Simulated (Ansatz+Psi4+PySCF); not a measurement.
# doublet N2H: levels of theory in one basis

```xyz
3

N    -0.0624    0.6595    0.0000
N    -0.0624   -0.5187    0.0000
H     0.8742   -0.9855    0.0000
```

Basis set: cc-pVTZ (spherical functions). Frozen core: 2 orbitals. Correlation on ROHF uses semicanonical orbitals with singles. Charge 0, multiplicity 2.

Computed with Ansatz (development build ahead of 0.2.0) and Psi4 1.11; each method stands on the lowest determinant of its kind that the runs found.

| method | E − E(ROHF) (eV) | <S²> of the determinant |
| --- | --- | --- |
| ROHF | 0.00 | 0.75 |
| UHF | -0.25 | 0.88 |
| UHF-MP2 | -9.96 | 0.88 |
| ROHF-CCSD | -10.59 | – |
| UHF-CCSD | -10.59 | 0.88 |
| ROHF-CCSD(T) | -11.09 | – |
| UHF-CCSD(T) | -11.08 | 0.88 |

**Question.** What does ROHF-MP2 give on the same scale?

**Answer.** -10.29 eV.

Caution for UHF, UHF-MP2, UHF-CCSD, UHF-CCSD(T): the unrestricted determinant is spin contaminated. Caution for UHF-MP2, UHF-CCSD, UHF-CCSD(T): large amplitudes, a single reference is doubtful.
